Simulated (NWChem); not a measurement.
## Correlation energy of H3Si

SMILES: [SiH3]
```xyz
4

Si    -0.0007     0.0804     0.0000
H      1.4375    -0.3636     0.0000
H     -0.7142    -0.3810     1.2423
H     -0.7142    -0.3810    -1.2423
```
Charge 0, spin multiplicity 2.

All runs are NWChem calculations. All single points use one geometry, from UPBE/def2-SVP, a minimum by its harmonic frequencies.

Basis set: def2-SVP. Each correlation energy counts from its own Hartree-Fock reference.

```tsv
method	correlation energy (mHa)
UMP2	-93.6
SCS-UMP2	-102.6
CCSD on UHF	-119.6
CCSD[T] on UHF	-121.8
CCSD(T) on UHF	-121.7
CCSD on ROHF	-120.9
CCSD[T] on ROHF	-123.3
CCSD(T) on ROHF	-123.2
CCSDT on ROHF	-123.7
```

The values span 30.1 mHa, from CCSDT on ROHF (lowest) to UMP2 (highest). 

The correlated methods keep 5 core orbitals frozen. The structure started from a generated list of species. The unpaired electrons of the parent sit in orbitals of symmetry a' (Cs labels of the run); other states weren't searched. The stability of the SCF solutions was not checked. Open-shell Hartree-Fock references start from PBE0 orbitals. No row is a measurement; the coupled-cluster row has its own basis-set and correlation limits.
